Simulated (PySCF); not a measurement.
Dipole moment and polarisability of ethyl isopropyl ether

Ethyl isopropyl ether, C₅H₁₂O.
Structure used (GFN2-xTB), in Å, numbered top down from 1:
```xyz
18
C5H12O angstrom
C      2.6532   -0.4247    0.4858
C      1.4399    0.3099   -0.0637
O      0.2895   -0.4451    0.2376
C     -0.8970   -0.0401   -0.4193
C     -1.4471    1.2822    0.1228
C     -1.9071   -1.1670   -0.2237
H      3.5575    0.1397    0.2748
H      2.5505   -0.5490    1.5600
H      2.7284   -1.4078    0.0297
H      1.3786    1.3117    0.3877
H      1.5309    0.4338   -1.1554
H     -0.6854    0.0793   -1.4978
H     -0.7622    2.1028   -0.0770
H     -2.3983    1.5051   -0.3527
H     -1.5960    1.2048    1.1970
H     -2.8312   -0.9414   -0.7487
H     -1.4981   -2.0987   -0.6045
H     -2.1150   -1.2892    0.8358
```

Level: PBE0/def2-SVPD (PySCF), static field, nuclei fixed, core orbitals frozen in the response. The polarisability tensor in these axes (au):

```
x   78.38 -0.01  2.10
y   -0.01 66.67 -0.09
z    2.10 -0.09 61.12
```

Task: Give the principal values, the mean and the anisotropy Δα = √{½[(α1 − α2)² + (α2 − α3)² + (α1 − α3)²]}.

Result: Principal values 60.86, 66.67 and 78.63 au; mean 68.72 au = 10.18 Å³ = 11.33 × 10⁻⁴⁰ C²·m²/J; Δα = 15.69 au (23 % of the mean).

Task: What is the dipole moment, and where does it point?

Result: (-0.04, 0.90, -0.74) D, 1.16 D in size, pointing from the negative to the positive side. Measured along this direction, the outermost atoms are H8 and H18 at the negative end and H13 at the positive end.

Task: Orientational against electronic polarisability at 250 K (dilute gas, rigid molecules)?

Result: In Gaussian units μ²/3kT = 13.09 Å³ against 10.18 Å³, a ratio of 1.29; the Debye molar polarisation (4π/3)N_A(α + μ²/3kT) is 58.7 cm³/mol, leaving out the vibrational part.

Task: Refractivity n − 1 of an ideal gas of it at 350 K and 1 atm, from the electronic α?

Result: N = p/kT = 2.0968 × 10¹⁹ cm⁻³, so n − 1 = 2π × N × 10.18 × 10⁻²⁴ cm³ = 1342 × 10⁻⁶ at long wavelengths.

Task: Rayleigh depolarisation ratio (linearly polarised light, static tensor)?

Result: ρ = 3Δα²/(45ᾱ² + 4Δα²) = 738.4/(212504 + 984.6) = 0.00346.

Task: Sum over states: ᾱ = Σ f/ω², ω in Eh. What share falls to these 6 lowest TDDFT singlets (eV, f)? 6.92, 0.0123; 7.54, 0.0052; 7.72, 0.0218; 7.80, 0.0257; 8.44, 0.0084; 8.59, 0.0128.

Result: They add up to 1.06 au, 1.5 % of the 68.72 au; the largest single term is 0.31 au, from the state at 7.80 eV. Terms in order: 0.19, 0.07, 0.27, 0.31, 0.09, 0.13 au. Higher excitations give the rest. The strengths listed sum to 0.086.

Task: Give the principal axes and the span of the nuclei along them.

Result: Largest value along (0.99, 0.00, 0.12), where the nuclei span 6.46 Å; middle along (0.00, 1.00, -0.02), 4.20 Å; least along (-0.12, 0.02, 0.99), 2.80 Å. The response follows the extents in order.

One conformer (not necessarily the lowest) at the GFN2-xTB geometry, without solvent, vibrations or thermal averaging.
